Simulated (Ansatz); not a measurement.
Reaction (atomization): `ClC1=NCC1` → 3 C• + Cl• + 4 H• + N•

Gas-phase electronic energies from Ansatz, PBE0-D4/def2-TZVP geometries. CCSD(T)/CBS adds triple-zeta CCSD(T) − MP2 to the extrapolated MP2 energy (def2 sets, frozen cores). This one scheme is used for every species, atoms too. Functionals use def2-TZVPP. HSE06 is defined as in plane-wave codes. No spin–orbit coupling; open shells (•) take unrestricted orbitals. Spin–orbit coupling would lower the free atoms: a little for C, Cl.

```tsv
level	ΔE (kJ/mol)
PBE0-D4	3668.6
HSE06-D4	3672.3
BHLYP-D4	3460.2
PBE-QIDH	3611.6
r2SCAN0	3544.3
CCSD(T)/def2-SVP	3417.0
HF/def2-TZVPP	2483.0
CCSD/def2-TZVPP	3417.7
```

Question: What does CCSD(T)/CBS give? (An estimate is asked.)

Answer: Ansatz gave: +3597.4 kJ/mol. The listed levels differ from it by 71.2, 74.9, -137.2, 14.2, -53.1, -180.4, -1114.4, -179.7 kJ/mol.

Largest T1 diagnostic among the species: 0.011.

The D4 term adds +29.8 kJ/mol with B3LYP and +15.4 kJ/mol with PBE0; it sums over pairs of atoms, weighted by their polarisabilities, and B3LYP, whose exchange is more repulsive, gets the larger term. From r2SCAN to r2SCAN0 (25 % exact exchange), in def2-TZVPP and without D4, ΔE moves by −74.2 kJ/mol: exact exchange takes away binding that semilocal exchange gives to molecules.

B3LYP here is the variant with VWN-RPA as its local correlation; programs differ in this.

For atomizations the MP2-based limit and the directly extrapolated one differ by several kJ/mol either way, and by 10 to 25 for some Ge, Se and Sn compounds, so smaller differences from it don't rank the levels.
